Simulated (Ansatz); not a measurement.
CH2FN, closed shell: a pair in one relaxed arrangement.

in.yaml

```yaml
crystal:
  periodic: [false, false, false]
  atoms:
    - {symbol: F, position_ang: [0.091624, -0.101749, -2.497932]}
    - {symbol: H, position_ang: [0.057267, -0.063809, -1.564685]}
    - {symbol: C, position_ang: [-0.050506, 0.056173, 1.378344]}
    - {symbol: N, position_ang: [-0.008668, 0.009742, 0.238051]}
    - {symbol: H, position_ang: [-0.089716, 0.099644, 2.446123]}
basis:
  gaussian: {orbitals: "def2-TZVPPD.json"}
hamiltonian: {xc: {name: revPBE}, dispersion: d4}
```

The basis file named in the input lies beside it (Basis Set Exchange, JSON).

Launched with

```bash
ansatz run in.yaml --threads 2 --pin off --events-out ev --progress --plain --max-ram 5222MiB
```

What Ansatz 0.2.0 printed:

```
Functional definition: revPBE
  name "revPBE"
  cite "Zhang & Yang, Phys. Rev. Lett. 80, 890 (1998) doi:10.1103/PhysRevLett.80.890"
  cite "Perdew, Burke & Ernzerhof, Phys. Rev. Lett. 77, 3865 (1996) doi:10.1103/PhysRevLett.77.3865"
  parameter kappa = 1.245
  parameter beta = 0.06672455060314922
  exchange = pbe_x(kappa = kappa, mu = beta*pi^2/3)
  correlation = pbe_c(beta = beta)
668 factors; their error is unknown
mean field evaluation 1: about -5270.9281 eV, gradient 5.6e1 eV
mean field evaluation 2: about -5254.1063 eV, gradient 1.1e2 eV
mean field evaluation 4: about -5276.4188 eV, gradient 9.9e0 eV
mean field evaluation 8: about -5276.5591 eV, gradient 3.1e-1 eV
mean field -5276.55918445 eV, -193.9099734482 hartree, gradient 3.4e-5 eV, S^2 0.000000; 0 other end points of the search recorded, 0 dependent functions left out
reference -5276.55923868 eV, -193.9099754413 hartree; 12, 12 occupied and 136, 136 virtual orbitals, 668 factors
Total energy: -5276.68996758 eV, -193.9147796397 hartree
```

The lines “mean field evaluation” count trial sets of orbitals through the whole run, from several starts and some on an approximate energy, so they need not fall steadily or lie above the final value.

The run took about 0.65 s on 2 CPU threads of an Intel Xeon Platinum 8375C (shared host).
